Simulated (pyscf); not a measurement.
CH₄ (SMILES C) + [H₃C–AlH]• (SMILES [CH3][AlH]) -> H₃C–AlH–CH₃ (SMILES [CH3][AlH][CH3]) + H• (SMILES [H]), a substitution at C (doublet surface; C–H broken, Al–C formed). Optimised with ωB97X-D3(BJ)/def2-SVP in PySCF. MP2 and CC: frozen core, UHF for open shells. ΔMP2 is the change of the MP2 total energy from the triple- to the quadruple-zeta basis. Energies in kJ/mol from the separated reactants.

Small-basis levels: PySCF, no dispersion term, spherical d functions. Open shells are spin-unrestricted. 

```
level                             barrier  reaction energy
--------------------------------  -------  ---------------
MP2/6-31G*                          238.4            +94.4
SVWN5/6-31G*                        141.3           +123.6
PBE/6-31G*                              …           +125.0
B3LYP/STO-3G                        207.7            +58.2
B3LYP/3-21G                         206.0           +127.7
B3LYP/6-31G*                        207.7           +135.0
B3LYP/6-311+G**                         …           +130.4
CCSD(T)/def2-TZVPP + ΔMP2(QZVPP)        …           +110.7
```

What belongs in the gaps?


- PBE/6-31G*, barrier: 176.4
- B3LYP/6-311+G**, barrier: 201.2
- CCSD(T)/def2-TZVPP + ΔMP2(QZVPP), barrier: 203.1

Against the last row the barrier runs from -61.8 (SVWN5/6-31G*) to +35.3 kJ/mol (MP2/6-31G*). CCSD(T)/def2-TZVPP + ΔMP2(QZVPP) has limits of its own. This is the saddle that the search found; another between the same sides may lie lower. The angle at the attacked C is 156°. The CCSD(T) − MP2 part came from Ansatz, without density fitting, on the same reference.
